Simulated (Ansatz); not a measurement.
A run of Ansatz (development build ahead of 0.2.0) on doublet SH at this shape:

```yaml
atoms:
  - { symbol: S, position_ang: [-0.0244, 0.0900, -0.0909] }
  - { symbol: H, position_ang: [-0.0103, 0.0217, 1.2993] }
```

Its results:

```yaml
Converged: yes
Reference_energy: -398.03983 hartree
Correlation_energy: -0.03891 hartree
Total_energy: -398.07875 hartree
Spin_squared_of_the_determinant: 0.754
```

Which input gives this output? Name the method, the orbitals and the basis set, and write the input.

UHF-MP2 in 6-31G.

```yaml
crystal:
  periodic: [false, false, false]
  atoms:
    - { symbol: S, position_ang: [-0.02444, 0.09002, -0.09086] }
    - { symbol: H, position_ang: [-0.0103, 0.02167, 1.29933] }
basis:
  gaussian: { orbitals: "6-31G" }
magnetization:
  spin_polarized: true
  initial_magnetization: 1
hamiltonian:
  xc: hf
correlation:
  method: mp2
  frozen_orbitals: { H: 0, S: 5 }
```
